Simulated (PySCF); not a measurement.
# Working out the electron affinity of F

F⁻ [Ne] (1S) → F [He] 2s2 2p5 (2P). Calculation: PySCF 2.14, in aug-cc-pVTZ; no relativity, point nucleus. Frozen: 1s2. Energies in hartree (1 hartree = 27.21139 eV):

```tsv
part	F⁻ (lower)	F (upper)
UHF	-99.450807	-99.406879
CCSD correlation	-0.288494	-0.216573
(T)	-0.010236	-0.004375
```

Question: What does Hartree-Fock give?

Answer: (-99.406879) − (-99.450807) = 0.043928 hartree = 1.195 eV.

Question: What do CCSD and CCSD(T) give?

Answer: The CCSD correlation energies differ by 0.071921 hartree = 1.957 eV and the triples by 0.005861 hartree = 0.159 eV, so CCSD gives 3.152 eV and CCSD(T) 3.311 eV.

A first-order spin-orbit estimate adds -0.017 eV to CCSD(T) (valence), giving 3.294 eV against 3.401 eV (measured; photodetachment measurements, as compiled on the Wikipedia data page of electron affinities).

What remains against the reference includes basis incompleteness, the frozen core and higher excitations.
